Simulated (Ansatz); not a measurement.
# CHB (triplet): B2PLYP, RPA-PBE over a scan of the scale of all distances, 6-31G

How well do these functionals follow the top wave-function level for CHB (triplet) over a scan of the scale of all distances?

Method: 6-31G, all electrons in the functionals, frozen cores in the correlation of double hybrids and RPA; program: Ansatz 0.2.0, Gaussian basis.

The runs, in order: B2PLYP, RPA-PBE, at 0.890; 1.000; 1.136; 1.319; 1.515; 1.766; 1.973; 2.373.

14 further runs of the same task are left out: 13 that didn't finish, 1 set aside as unsound or not needed.

## Step 1: What is computed

The geometry derives from a PBE0/def2-TZVP stationary point (not a proven minimum). All distances are scaled together.

3 atoms, charge 0, spin multiplicity 3.

Atoms are counted from 1 here; the program's logs count them from 0.

Bond lengths: B1–C2 1.449 Å, B1–H3 1.179 Å. Angles: C2–B1–H3 180.0°.

Geometry (Å):

```tsv
atom	x (Å)	y (Å)	z (Å)
B1	0.0000	0.0000	0.0901
C2	0.0000	0.0000	-1.3588
H3	0.0000	0.0000	1.2688
```

No dispersion term is added.

The geometry shown and the zero of energy belong to the point 1.000. The yardstick, FCI, and other wave-function levels (R restricted, U unrestricted, valence and pair active spaces) come from earlier runs.

## Step 2: B2PLYP, 0.890

in.yaml reads:

```yaml
crystal:
  periodic: [false, false, false]
  atoms:
    - {symbol: B, position_ang: [0.000000, 0.000000, 0.080161]}
    - {symbol: C, position_ang: [0.000000, 0.000000, -1.209376]}
    - {symbol: H, position_ang: [0.000000, 0.000000, 1.129215]}
basis:
  gaussian: {orbitals: 6-31G}
magnetization: {spin_polarized: true, initial_magnetization: 2}
hamiltonian: {xc: {name: B2PLYP}}
correlation: {electrons: outside_noble_gas}
```

On the command line:

```
$ ansatz run in.yaml --threads 1 --pin off --events-out ev --progress --plain --max-ram 2393MiB
```

After this run come: B2PLYP, 1.000; B2PLYP, 1.136; B2PLYP, 1.319; B2PLYP, 1.515; B2PLYP, 1.766; B2PLYP, 1.973; B2PLYP, 2.373; RPA-PBE, 0.890; RPA-PBE, 1.000; RPA-PBE, 1.136; RPA-PBE, 1.319; RPA-PBE, 1.515; RPA-PBE, 1.766; RPA-PBE, 1.973; RPA-PBE, 2.373.

**Question.** What will the summary of the whole plan be? Wanted: span of the FCI curve; largest miss, B2PLYP; largest miss, RPA-PBE.

**Answer**, as computed:

```
             quantity              value
span of the FCI curve           6.878 eV
 largest miss, B2PLYP  +0.942 eV (1.973)
largest miss, RPA-PBE  +0.370 eV (0.890)
```

What this shows: Of the functionals, RPA-PBE keep the smallest largest miss at the points compared (at most 0.370 eV) and B2PLYP strays most (0.942 eV, at 1.973). B2PLYP, RPA-PBE clearly break the spin symmetry at some points (⟨S²⟩ up to 0.86 above the pure value), so energy there is bought with a mixed spin. Functionals and the yardstick converge differently with the basis, so part of each miss in 6-31G is the basis.
